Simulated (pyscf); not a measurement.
F–SiH₂• + NH₃ → H₂N–SiH₂• + HF (four-centre exchange; doublet surface; F–Si, H–N broken, N–Si, F–H formed). PySCF, gas phase, ωB97X-D3(BJ)/def2-SVP geometries. Correlated levels are frozen-core, on RHF or UHF. ΔMP2 is the change of the MP2 total energy from the triple- to the quadruple-zeta basis. Rate constants from transition-state theory, CCSD(T)/def2-TZVPP + ΔMP2(QZVPP) energies (ideal gas, 1 atm, RRHO with modes under 100 cm⁻¹ raised to 100, one conformer, R ln 2 for chiral ones without a mode under 150 cm⁻¹; no tunnelling), k in cm³ molecule⁻¹ s⁻¹.

| T (K) | 1000/T | log10 k |
|---|---|---|
| 298 | 3.354 | -31.60 |
| 600 | 1.667 | ? |
| 900 | 1.111 | -19.08 |
| 1200 | 0.833 | -17.33 |

Fit an Arrhenius line to the three values, give the activation energy, and predict k at 600 K.

Least squares gives log10 k = -12.73 − 5.63 × 1000/T, so Ea = 5.63 × ln 10 × 1.987 = 25.8 kcal/mol, against an electronic barrier of 24.9. At 600 K the line gives -22.11; the computed value is -22.34 (ΔG‡ = 44.9 kcal/mol), a factor 1.7 under the line, since the plot is curved. On the reactant side the descent ends in a complex (not fully relaxed), 4.4 kcal/mol under the separated species and 25.9 kcal/mol under the saddle at ωB97X-D3(BJ)/def2-TZVP. On the product side the descent ends in a complex, 7.2 kcal/mol under the separated species and 12.1 kcal/mol under the saddle at ωB97X-D3(BJ)/def2-TZVP. At ωB97X-D3(BJ)/def2-TZVP the barrier from the zero used here is 21.4 kcal/mol. This is the saddle that the search found; another between the same sides may lie lower. The CCSD(T) − MP2 part came from Ansatz, without density fitting, on the same reference.
